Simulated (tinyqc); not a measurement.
The basis set: RHF and MP2 along a ladder of basis sets, for H2O, spin multiplicity 1. Computed by the program tinyqc with PySCF. Same geometry throughout; the dipole is taken about the origin.

Geometry (angstrom):
```
atom,x,y,z
O,0.0000,0.0000,0.0000
H,0.0000,0.6610,0.6430
H,0.0000,-0.6610,0.6430
```

RHF and frozen-core MP2 in a ladder of bases:
```
basis,functions,E(RHF) (hartree),E(MP2 corr) (hartree),HOMO (eV),LUMO (eV),dipole (debye)
sto-3g,7,-74.949285,-0.034723,-10.9366,17.8466,1.8600
6-31g,13,-75.970061,-0.125535,-13.8524,5.5913,2.8156
6-31g**,24,-76.015281,-0.193146,-13.7118,5.9392,2.3554
cc-pvdz,24,-76.019918,-0.200744,-13.6087,5.0855,2.2023
aug-cc-pvdz,41,-76.034154,-0.217452,-14.0373,0.9450,2.1634
cc-pvtz,58,-76.050413,-0.260438,-13.9155,3.8605,2.1860
```

Estimate the missing row, basis = 3-21g.

Computed row:
```
basis  functions  E(RHF) (hartree)  E(MP2 corr) (hartree)  HOMO (eV)  LUMO (eV)  dipole (debye)
3-21g         13        -75.570914              -0.119283   -13.2856     7.3092          2.6110
```

From cc-pVDZ to cc-pVTZ the RHF energy falls by 30.5 mhartree and the correlation energy by 59.7. If valence correlation converges as X^-3, (27 E(T) - 8 E(D))/19 gives -0.2856 hartree, a rough estimate from such small X that usually falls short; STO-3G holds about 12 % of it. Beyond STO-3G the LUMO moves by 6.4 eV and the HOMO by 0.8 eV; diffuse functions lower the positive LUMO sharply, since an unbound virtual level tracks the most diffuse function.
